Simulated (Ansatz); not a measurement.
A run of Ansatz (development build ahead of 0.2.0) on triplet P₂N₂ at this shape:

```xyz
4

P     0.0000    0.0000    2.0672
P     0.0000    0.0000   -2.0672
N     0.0000    0.0000    5.5062
N     0.0000    0.0000   -5.5062
```

Its results:

```
Converged                       : yes
Total energy                    : -791.35027 hartree
Spin squared of the determinant : 6.864
Stability test                  : minimum
```

Problem. Which input gives this output? Name the method, the orbitals and the basis set, and write the input.

Solution. PBE0 (unrestricted) in pcseg-2.

```yaml
crystal:
  periodic: [false, false, false]
  atoms:
    - { symbol: P, position_ang: [0.0, 0.0, 2.0672] }
    - { symbol: P, position_ang: [0.0, 0.0, -2.0672] }
    - { symbol: "N", position_ang: [0.0, 0.0, 5.5062] }
    - { symbol: "N", position_ang: [0.0, 0.0, -5.5062] }
basis:
  gaussian: { orbitals: pcseg-2 }
magnetization:
  spin_polarized: true
  initial_magnetization: 2
hamiltonian:
  xc: pbe0
```

Caution: charge can spread falsely over distant fragments; the unrestricted determinant is a mixture of spin states; other spin multiplicities may lie lower.
